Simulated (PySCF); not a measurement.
SiN, optimised at GFN2-xTB:

```xyz
2

Si     0.0037    -0.5773     0.5292
N     -0.0037     0.5773    -0.5292
```

Method: PySCF energies (xtb for GFN2) plus ideal-gas RRHO corrections (1 bar). 6-31G* has spherical d functions here. Open shells (unrestricted): SiN (multiplicity 2). GFN2 has no spin-polarisation term. B3LYP is the form with VWN-RPA correlation.

Question: List the harmonic frequencies (cm⁻¹, unscaled) at this level and at the other levels, each on its own geometry.

Answer: 
- GFN2-xTB: 1493
- B3LYP/6-31G*: 1170
- PBE0/def2-TZVP: 1196
